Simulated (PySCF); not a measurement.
A run for PySCF: R-HF/3-21G on acetamide (SMILES CC(N)=O), a point of a torsion scan.

```python
from pyscf import gto, scf, dft, mp
from pyscf.data.elements import chemcore

mol = gto.M(
    atom='''
    C    -1.07322485    0.07665166   -0.24607432
    C     0.16960973   -0.26994380    0.54312104
    N     1.32981183   -0.07871824   -0.15373875
    O     0.16010773   -0.68706647    1.67617517
    H    -1.15097455    1.15762818   -0.34797189
    H    -1.02431617   -0.36594505   -1.23744679
    H    -1.94944512   -0.29039832    0.27933082
    H     1.37499748    0.63876582   -0.85720378
    H     2.18117367   -0.21847021    0.37127125
    ''',
    basis='3-21g',
    charge=0, spin=0, verbose=3, max_memory=1800)
mf = scf.RHF(mol)
mf.conv_tol = 1e-8
mf.max_cycle = 100
mf.kernel()
if not mf.converged:
    mf = mf.newton().run(mf.mo_coeff, mf.mo_occ)
```

Give the final energy of this run.

-206.8118 hartree.
